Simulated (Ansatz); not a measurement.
Input for Ansatz (development build ahead of 0.2.0):

```yaml
crystal:
  periodic: [false, false, false]
  atoms:
    - { symbol: F, position_ang: [0.71, 0.0, 2.8] }
    - { symbol: F, position_ang: [-0.71, 0.0, 2.8] }
    - { symbol: F, position_ang: [0.71, 0.0, 0.0] }
    - { symbol: F, position_ang: [-0.71, 0.0, 0.0] }
basis:
  gaussian: { orbitals: cc-pVDZ }
hamiltonian:
  xc: hf
```

The input is written out in the form of the current development build from the run's settings.

Results

```
Converged                       : yes
Total energy                    : -397.36911 hartree
Spin squared of the determinant : 0.000
```
